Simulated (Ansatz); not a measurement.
A run for Ansatz (a program for electronic structure): R-B2PLYP/def2-TZVPPD on CH4S (SMILES CS) with ghost functions. Files ending in .json are basis or fitting sets from the Basis Set Exchange.

Ansatz 0.2 input:
```yaml
crystal:
  periodic: [false, false, false]
  atoms:
    - {symbol: C, position_ang: [-1.44764800, 1.15564900, 0.01851300]}
    - {symbol: S, position_ang: [-1.41459500, -0.65984600, -0.08354400]}
    - {symbol: H, position_ang: [-1.46628400, 1.51681600, -1.00988000]}
    - {symbol: H, position_ang: [-0.55297100, 1.53526500, 0.51001200]}
    - {symbol: H, position_ang: [-2.34423900, 1.49773300, 0.53186300]}
    - {symbol: H, position_ang: [-1.37736100, -0.89092100, 1.23821400]}
basis:
  gaussian:
    orbitals: def2-TZVPPD.json
    ghost_atoms:
      - {symbol: Cl, position_ang: [2.12576600, 0.02408100, 0.00315600]}
      - {symbol: H, position_ang: [0.92223800, -0.44463500, -0.09824700]}
hamiltonian:
  xc: {name: B2PLYP}
magnetization: {spin_polarized: false}
correlation: {electrons: outside_noble_gas}
scf: {lower_state_search: off}
```

Output:

```
WARN ansatz: RAYON_NUM_THREADS=1 ignored (pool sized by the plan → 1); use --threads N
Functional definition: B2PLYP
these checks for a lower state are left out or cut short: stability, starts, cluster_reference, orbital_swaps, neighbouring_geometries, increment
integrals: 0.43 GiB planned
1260 factors; integrals over basis functions are off by at most 1.2e-3 eV
mean field: 0.94 GiB planned
mean field evaluation 1: about -11928.5465 eV, gradient 3.0e1 eV
mean field evaluation 2: about -11928.5451 eV, gradient 3.0e1 eV
mean field evaluation 4: about -11930.5736 eV, gradient 2.6e0 eV
mean field evaluation 8: about -11930.5887 eV, gradient 1.1e-1 eV
mean field evaluation 16: about -11930.5887 eV, gradient 8.7e-6 eV
mean field -11930.58874389 eV, -438.4410494943 hartree, gradient 8.7e-6 eV, S^2 0.000000; 0 other end points of the search recorded, 0 dependent functions left out
6 core orbitals not correlated
reference -11930.58890379 eV, -438.4410553708 hartree; 7, 7 occupied and 211, 211 virtual orbitals, 1260 factors
second order -12.12174698 eV of doubles, -0.00000000 eV of singles
Total energy: -11933.86177548 eV, -438.5613311867 hartree
Checks for a lower state left out: stability, starts, cluster_reference, orbital_swaps, neighbouring_geometries, increment
```

The run converged.

Cost: very roughly 4 core-seconds.
